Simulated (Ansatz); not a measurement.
Method: frozen-core CCSD(T)/cc-pVTZ // PBE0-D4/def2-TZVP (Ansatz, a program for electronic structure).

Ansatz 0.2 input:
```yaml
crystal:
  periodic: [false, false, false]
  atoms:
    - { symbol: O, position_ang: [-0.580485, 1.202923, 0.561722] }
    - { symbol: C, position_ang: [-0.415429, 0.020584, 0.591987] }
    - { symbol: O, position_ang: [0.767398, -0.592789, 0.506216] }
    - { symbol: H, position_ang: [-1.214666, -0.726825, 0.694701] }
    - { symbol: H, position_ang: [1.443189, 0.096112, 0.416799] }
basis:
  gaussian: { orbitals: cc-pVTZ }
correlation:
  method: ccsd_t
```

Output:

```
Functional definition: HF
704 factors; integrals over basis functions are off by at most 1.2e-3 eV
mean field evaluation 1: about -5135.7967 eV, gradient 4.0e1 eV
mean field evaluation 2: about -5135.7994 eV, gradient 4.0e1 eV
mean field evaluation 4: about -5138.6056 eV, gradient 3.4e0 eV
mean field evaluation 8: about -5138.6465 eV, gradient 4.4e-1 eV
mean field evaluation 16: about -5138.6015 eV, gradient 3.4e0 eV
mean field -5138.64814073 eV, -188.8418360709 hartree, gradient 4.0e-6 eV, S^2 0.000000; 0 other end points of the search recorded, 0 dependent functions left out
3 core orbitals not correlated
reference -5138.64814073 eV, -188.8418360709 hartree; 9, 9 occupied and 106, 106 virtual orbitals, 704 factors
second order -17.11608475 eV of doubles, -0.00000000 eV of singles
cycle   1  -16.71686765 eV  change    4.0e-1 eV  update   9.9e-2
cycle   2  -17.15666120 eV  change   -4.4e-1 eV  update   3.1e-2
cycle   3  -17.26681212 eV  change   -1.1e-1 eV  update   1.6e-2
cycle   4  -17.24713615 eV  change    2.0e-2 eV  update   3.8e-3
cycle   5  -17.24645280 eV  change    6.8e-4 eV  update   1.6e-3
cycle   6  -17.24696377 eV  change   -5.1e-4 eV  update   4.2e-4
cycle   7  -17.24661647 eV  change    3.5e-4 eV  update   1.5e-4
cycle   8  -17.24655735 eV  change    5.9e-5 eV  update   5.4e-5
cycle   9  -17.24657701 eV  change   -2.0e-5 eV  update   1.9e-5
perturbative correction -0.70847644 eV, -0.0260360291 hartree
Total energy: -5156.60319419 eV, -189.5016721151 hartree
```

Cost: around 9 core-seconds (rough).
